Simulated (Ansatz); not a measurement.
# How far each method lies from full CI for Si₂H₂ (H-bridged), triplet

Geometry: that of the Si2H2 (H-bridged), singlet, kept fixed. The singlet lies 2.4 eV lower here.

```tsv
atom	x (Å)	y (Å)	z (Å)
Si	0.0000	0.0641	1.0054
Si	0.0000	-0.0046	-1.0948
H	0.0000	-0.3818	2.4302
H	0.0000	-1.2748	0.0623
```

Basis 6-31G; Ansatz 0.2.0. Correlated methods freeze the noble-gas cores, which leaves 10 electrons in 20 orbitals. R marks a restricted (for open shells ROHF) determinant, U an unrestricted one. Active spaces: valence = (10e, 10o) chosen from the atoms' valence shells.

Full CI is exact within this basis and frozen core; it isn't the basis-set limit. The frozen core follows each run's orbitals, which can shift R against U totals by a few meV.

For open shells CISD and CISDTQ are restricted-active-space CI with the open shells as a complete middle space.

The UHF ⟨S²⟩ is 2.029. The T1 diagnostic (RCCSD) is 0.0198. The largest doubles amplitude (RCCSD) is 0.092 and the T1 diagnostic (UCCSD) is 0.0165.

```
   level  E − E(RHF) (eV)
     UHF          -0.1010
    RMP2          -2.1202
    UMP2          -2.1340
   RCCSD          -2.8963
   UCCSD          -2.8952
RCCSD(T)          -2.9763
UCCSD(T)          -2.9746
```

Task: Estimate how far full CI in 6-31G lies from RCCSD(T). The table doesn't fix it; the size of (T) and the diagnostics are the guide.

Result: Full CI in 6-31G lies 4.2 kJ/mol below RCCSD(T), which is 55 % of the (T) step (-7.7 kJ/mol). The diagnostics give no warning, yet the rest is a sizeable part of (T). The miss exceeds 1 kcal/mol.

The other levels:

```csv
level,E − E(full CI) (kJ/mol),share of correlation (%),wall time
CISD,27.0,90.72,0.63 s
BCCD(T),4.4,98.50,1.4 s
RCCSDT,0.7,99.75,–
UCCSDT,0.7,99.75,–
CISDTQ,1.0,99.67,19 s (H100)
RCCSDT(Q),0.2,99.93,4.9 s
UCCSDT(Q),0.2,99.93,4.7 s
RCCSDTQ,0.0,99.99,42 s (H100)
UCCSDTQ,0.0,100.00,53 s (H100)
CASSCF (valence space),95.0,67.41,–
NEVPT2 (valence space),27.3,90.64,4.9 s
MRCISD (valence space),3.9,98.67,–
MRCISD+Q (valence space),1.2,99.58,30 s (H100)
```

The correlation energy at full CI, counted from RHF, is -3.020 eV. That run took 27 s on 2 threads of AMD EPYC 7R13 with a shared H100 80 GB, shared host over 120,187,136 determinants.

Times hold each run's SCF and search for its determinant on a shared host, so for small cases they say little of a method's own cost; rows without a card ran on 1 thread of AMD EPYC 7R13.

The full-CI state has the irrep A' of Cs, in the program's axes.

Natural occupations of full CI about the gap: 1.976 1.960 1.938 1.886 1.037 0.955 0.107 0.045 0.036 0.018; effectively unpaired electrons, Σ n²(2−n)², 2.12.
